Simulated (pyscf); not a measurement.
F–Sb(F)–F + silicon tetrachloride (Cl–Si(Cl)(Cl)–Cl) -> F–Sb(F)–Cl + F–Si(Cl)(Cl)–Cl, a four-centre exchange (singlet surface; F–Sb, Cl–Si broken, Cl–Sb, F–Si formed). Single points on ωB97X-D3(BJ)/def2-SVP structures (PySCF, gas phase). Energies in kJ/mol from the separated reactants.

Small-basis levels: PySCF, no dispersion term, spherical d functions. AM1 to PM7: differences of heats of formation from MOPAC, which are fitted to 298 K values and so differ in kind from electronic energies by zero-point and thermal terms. GFN2-xTB: tblite. Cost: rough CPU time at the saddle relative to B3LYP/6-31G*+LANL2DZ, from one job on a shared machine.

```csv
level,barrier,reaction energy,cost
HF/6-31G*+LANL2DZ,149.8,-46.6,0.2
SVWN5/6-31G*+LANL2DZ,-3.3,-57.9,1
B3LYP/LANL2DZ,77.5,-20.2,0.5
M06-2X/6-31G*+LANL2DZ,53.2,-53.3,2
B3LYP/6-311+G**+LANL2DZ,___,-39.4,1
PBE/def2-SVP,43.9,-59.9,2
GFN2-xTB,33.3,-67.2,under 0.02
AM1,78.5,-143.6,under 0.02
PM7,___,-88.0,under 0.02
ωB97M-D3(BJ)/def2-TZVP,___,-56.1,–
```

**Question.** Fill in the missing entries.

**Answer.** 
- B3LYP/6-311+G**+LANL2DZ, barrier: 115.7
- PM7, barrier: -146.2
- ωB97M-D3(BJ)/def2-TZVP, barrier: 86.1

Against the last row the barrier runs from -232.3 (PM7) to +63.7 kJ/mol (HF/6-31G*+LANL2DZ). At SVWN5/6-31G*+LANL2DZ, PM7 this geometry lies under one side, so the entry may be no barrier of that level: it is a single point on another level's saddle. ωB97M-D3(BJ)/def2-TZVP has limits of its own. On the reactant side the descent ends in a complex, 19.9 kJ/mol under the separated species and 87.0 kJ/mol under the saddle at ωB97X-D3(BJ)/def2-TZVP. On the product side the descent ends in a complex, 18.8 kJ/mol under the separated species and 142.9 kJ/mol under the saddle at ωB97X-D3(BJ)/def2-TZVP. At ωB97X-D3(BJ)/def2-TZVP the barrier from the zero used here is 67.1 kJ/mol. One saddle was located; it need not be the lowest between these sides. In the def2 sets elements past Kr carry core potentials, without spin-orbit coupling.
